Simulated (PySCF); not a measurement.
# Argon: a sound run and one with changed settings

Sound run: Ar [Ar], Ar⁺ [Ne] 3s2 3p5. All numbers are calculated (PySCF 2.14, no relativity, point nucleus, in def2-TZVP (5s5p2d1f, 37 functions)). In the sound run the correlated levels freeze [Ne]. The sound run starts from symmetry-adapted Hartree-Fock orbitals and uses a fine grid where one is needed.

Changed run: the spin-free X2C one-electron Hamiltonian (Gaussian nucleus). This setting is unsound on purpose.

| species | method | sound run (hartree) | changed run (hartree) | converged |
| --- | --- | --- | --- | --- |
| Ar | UHF | -526.80276 | -528.39730 | yes |
| Ar | r2SCAN | -527.50081 | -529.10061 | yes |
| Ar | LDA | -525.92340 | -527.52399 | yes |
| Ar | MP2 | -527.00599 | -528.60060 | yes |
| Ar | CCSD(T) | -527.03182 | -528.62633 | yes |
| Ar⁺ | UHF | -526.26721 | -527.86222 | yes |
| Ar⁺ | r2SCAN | -526.92096 | -528.52129 | yes |
| Ar⁺ | LDA | -525.33597 | -526.93704 | yes |
| Ar⁺ | MP2 | -526.42970 | -528.02469 | yes |
| Ar⁺ | CCSD(T) | -526.46080 | -528.05565 | yes |

Ionisation energy of Ar:

```json
{"method": "UHF", "sound run (eV)": "14.573", "changed run (eV)": "14.560"}
{"method": "r2SCAN", "sound run (eV)": "15.779", "changed run (eV)": "15.764"}
{"method": "LDA", "sound run (eV)": "15.985", "changed run (eV)": "15.972"}
{"method": "MP2", "sound run (eV)": "15.682", "changed run (eV)": "15.671"}
{"method": "SCS-MP2", "sound run (eV)": "15.578", "changed run (eV)": "15.567"}
{"method": "CCSD", "sound run (eV)": "15.498", "changed run (eV)": "15.488"}
{"method": "CCSD(T)", "sound run (eV)": "15.538", "changed run (eV)": "15.529"}
```

Most of the change in total energy is the relativistic energy itself. On top of that the contraction fixes the core shape for the Hamiltonian it was made with, so the changed run is not a good calculation with the other Hamiltonian either.

For comparison, NIST gives 15.760 eV between the lowest levels.
